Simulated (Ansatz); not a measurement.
**AlNH₄ (triplet): wave-function methods side by side at distance Al1–H4 along a hydrogen transfer = 1.586 Å, cc-pVDZ**

An exercise on one series of results from a longer session: the logs are not shown, and one member is left open.

Computed with Ansatz 0.2.0, Gaussian basis. Level: cc-pVDZ, core rule «outside noble gas», up to 6 orbitals frozen.

Plan: UHF; CCSD(T) on ROHF; CCSD(T) on UHF; BCCD(T) on ROHF; CISD; CCSDT(Q) on ROHF; CCSDT(Q) on UHF; CASSCF and MRCISD+Q, 4 electrons in 4 orbitals; CASSCF and NEVPT2, 4 electrons in 4 orbitals.

5 further runs of the same task are left out: 3 that didn't finish, 2 set aside as unsound or not needed.

### The geometry

The geometry derives from fragments relaxed apart (PBE0/def2-TZVP) and kept rigid, so it is no stationary point. A hydrogen atom is moved between rigid fragments.

6 atoms, charge 0, spin multiplicity 3.

Atoms are counted from 1 here; the program's logs count them from 0.

Bond lengths: Al1–H2 1.586 Å, Al1–H3 1.586 Å, Al1–H4 1.586 Å, N5–H6 1.040 Å. Angles: H2–Al1–H3 120.0°, H2–Al1–H4 120.0°, H3–Al1–H4 120.0°.

The first run:

in.yaml reads:

```yaml
crystal:
  periodic: [false, false, false]
  atoms:
    - {symbol: Al, position_ang: [-1.142628, 0.022483, 0.000000]}
    - {symbol: H, position_ang: [-1.935551, 1.395868, 0.000000]}
    - {symbol: H, position_ang: [-1.935552, -1.350901, 0.000000]}
    - {symbol: H, position_ang: [0.443219, 0.022483, 0.000000]}
    - {symbol: N, position_ang: [2.265372, 0.022483, 0.000000]}
    - {symbol: H, position_ang: [2.534454, -0.981743, 0.000000]}
basis:
  gaussian: {orbitals: cc-pVDZ}
magnetization: {spin_polarized: true, initial_magnetization: 2}
hamiltonian: {xc: hf}
output: {orbitals: {seedname: orbitals}}
```

On the command line:

```
$ ansatz run in.yaml --threads 1 --pin off --events-out ev --progress --plain --max-ram 2393MiB
```

Steps of the session up to this table: UHF; CCSD(T) on ROHF; CCSD(T) on UHF; BCCD(T) on ROHF; CISD; CCSDT(Q) on ROHF; CCSDT(Q) on UHF; CASSCF and MRCISD+Q, 4 electrons in 4 orbitals; CASSCF and NEVPT2, 4 electrons in 4 orbitals.

One of the session's tables, all rows but one given; the rest of the session is left out.

```
     method  from UCCSDT(Q) (meV)
       ROHF               +6608.0
        UHF               +6398.9
       RMP2               +1316.3
       UMP2               +1312.4
       CISD                     ?
      RCCSD                +122.1
      UCCSD                +118.8
   RCCSD(T)                 +28.1
   UCCSD(T)                 +26.9
    BCCD(T)                 +27.9
     RCCSDT                  +6.0
     UCCSDT                  +4.7
  RCCSDT(Q)                  +1.3
  UCCSDT(Q)                     0
CASSCF pair               +5977.0
NEVPT2 pair               +1239.3
```

Q: Estimate the row for CISD from the others.

**Answer.** from UCCSDT(Q) (meV): +597.0. In the column «from UCCSDT(Q) (meV)» it lies between RCCSD (+122.1) and NEVPT2 pair (+1239.3).

Not comparable, so not listed: CASSCF and MRCISD+Q, 4 electrons in 4 orbitals (they don't share determinant, frozen orbitals or solution with the rows shown, or repeat one).

Limits of these values: Restricted and unrestricted rows rest on different reference determinants; where their highest levels disagree by more than a few hundredths of an eV, they describe different states and don't form one ladder. Warnings in the runs' records: passed over end.
